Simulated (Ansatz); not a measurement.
A nudged elastic band was laid between two geometries of C2H7B (10 atoms, charge 0, multiplicity 1).

All numbers below come from UKS PBE0-D4/6-31G* (Ansatz).

```
movable images  : 5
climbing image  : yes
spring          : 5.0 eV/Å²
optimiser       : quadratic models (default)
start path      : through a guess of the saddle point
force threshold : 0.05 eV/Å
iteration limit : 60
end points      : relaxed
```

Initial state:

```xyz
10
Properties=species:S:1:pos:R:3
C -0.947 0.838 -0.581
B 0.098 -0.317 -0.434
C 0.902 -0.646 0.868
H -1.917 0.419 -0.888
H -0.659 1.497 -1.414
H -1.100 1.452 0.313
H 0.303 -1.008 -1.403
H 0.744 -1.696 1.152
H 0.678 -0.011 1.732
H 1.980 -0.579 0.657
```

Final state:

```xyz
10
Properties=species:S:1:pos:R:3
C -0.884 0.875 -0.605
B 0.109 -0.327 -0.457
C 0.842 -0.691 0.877
H -1.897 0.437 -0.618
H -0.788 1.399 -1.563
H -0.860 1.600 0.215
H 0.318 -1.014 -1.426
H 0.898 -1.771 1.055
H 0.455 -0.192 1.771
H 1.890 -0.367 0.754
```

Problem. What changes between the two ends?

Solution. No bond is made or broken.

Problem. Give the energies along the band, and the barrier.

Solution. The forces met the threshold. The highest image is number 2 of 0 to 6, 0.001 eV above the first end and 0.004 eV above the last; the last end lies 0.002 eV below the first. The top lies less than 8 meV above the higher end, about what the thresholds resolve: that end is a shoulder or a very shallow well. A vibrational analysis at the climbing image gives no mode beyond 40i cm⁻¹: the surface is too flat there to confirm a saddle point.

```csv
image,path coordinate (Å),energy (eV)
0,0.00,0.000
1,0.28,0.000
2,0.56,0.001
3,0.84,0.000
4,1.11,0.000
5,1.38,-0.001
6,1.65,-0.002
```

Problem. What is the geometry of the highest image?

Solution. 
```xyz
10
Properties=species:S:1:pos:R:3
C -0.938 0.845 -0.579
B 0.180 -0.245 -0.474
C 0.901 -0.648 0.857
H -1.896 0.308 -0.683
H -0.855 1.450 -1.490
H -1.027 1.506 0.289
H 0.462 -0.864 -1.472
H 0.559 -1.660 1.130
H 0.712 0.011 1.710
H 1.985 -0.752 0.715
```

The band took 20 iterations and about 2.3 core-minutes.

The run took 2.3 min on 1 thread of Intel(R) Xeon(R) 6975P-C (Granite Rapids), on a shared host, peak memory 0.16 GiB.
